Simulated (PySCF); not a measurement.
Molecule: `COCC=O`, C₃H₆O₂.

Geometry (Å), atoms numbered from 1 in this order:
```xyz
11

C    -1.485    0.375    0.057
O    -0.621   -0.174    1.026
C     0.734    0.098    0.781
C     1.319   -0.728   -0.341
O     2.340   -0.481   -0.915
H    -1.392    1.467    0.023
H    -2.494    0.106    0.361
H    -1.285   -0.028   -0.942
H     1.271   -0.176    1.697
H     0.906    1.168    0.591
H     0.713   -1.624   -0.579
```

Frames of a GFN2-xTB Langevin trajectory at 400 K; GIAO PBE0/pcSseg-1 shieldings in PySCF, gas phase, non-relativistic; equivalent atoms averaged within each frame.

δ = σ(ref) − σ, references computed at the same level: ¹³C (186.93 ppm) and ¹H (31.72 ppm) against TMS; ¹⁷O (336.08 ppm) vs H2O. The references are static minima.

Task: How do the shifts (ppm) fluctuate along the trajectory?

Result: 
```
         time (fs)     C4    C3    C1     O5    O2    H11  H6/H7/H8  H9/H10
optimised geometry  214.7  81.6  61.6  722.8  13.2  10.30      3.60    3.90
               250  212.5  83.9  67.3  711.3   6.0   9.84      4.61    3.61
               425  219.2  83.8  71.1  715.3  42.6  10.80      4.17    3.64
               625  206.1  83.8  63.9  672.1   4.4  10.50      4.05    3.81
               800  214.9  82.8  65.1  702.8   5.1  10.71      4.79    3.85
              1000  218.3  85.0  69.6  779.6  14.8  11.36      4.54    4.92
    mean of frames  214.2  83.9  67.4  716.2  14.6  10.64      4.43    3.97
standard deviation    5.2   0.8   3.0   39.3  16.2   0.55      0.31    0.55
```

5 frames give an uncertainty of the mean of about the standard deviation over 2.2 at best, since frames this close in time may not be independent; classical motion lacks zero-point vibration, and the reference would need the same averaging.
